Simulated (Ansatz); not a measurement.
Relaxation of C$_{3}$H$_{5}$N (9 atoms, charge 0, multiplicity 1), to a largest force component of 0.015 eV/Å in at most 40 steps.

These are results of RKS PBE0-D4/STO-3G in Ansatz, not measurements.

```xyz
9
Properties=species:S:1:pos:R:3
C -0.196 1.392 -0.575
C 0.038 0.397 0.272
C 0.022 -1.004 -0.128
N 0.233 -2.013 0.598
H -0.410 1.204 -1.615
H -0.180 2.424 -0.268
H 0.254 0.596 1.316
H -0.197 -1.201 -1.174
H 0.173 -2.906 0.108
```

Task: Where does it end, and by what steps?

Result: It converged. Limits of this set-up: minimal basis. After 6 steps the energy has fallen by 0.363 eV; N4 moved furthest, 0.10 Å.

```
step  energy less start (eV)  largest force component (eV/Å)  accepted
   0                  0.0000                           5.234       yes
   1                 -0.3074                           1.667       yes
   2                 -0.3608                           0.232       yes
   3                 -0.3600                           0.214        no
   4                 -0.3630                           0.076       yes
   5                 -0.3626                           0.191        no
   6                 -0.3632                           0.007       yes
```

```xyz
9
Properties=species:S:1:pos:R:3
C -0.196 1.404 -0.576
C 0.036 0.384 0.258
C 0.013 -1.036 -0.179
N 0.251 -1.991 0.692
H -0.418 1.238 -1.635
H -0.176 2.445 -0.239
H 0.258 0.553 1.319
H -0.212 -1.196 -1.252
H 0.179 -2.911 0.146
```

Whether the end is a true minimum wasn't checked by a vibrational analysis.

The run took 19 s on 1 thread of Intel(R) Xeon(R) Processor @ 2.50GHz (Skylake/Cascade Lake), on a shared host, peak memory 0.11 GiB.
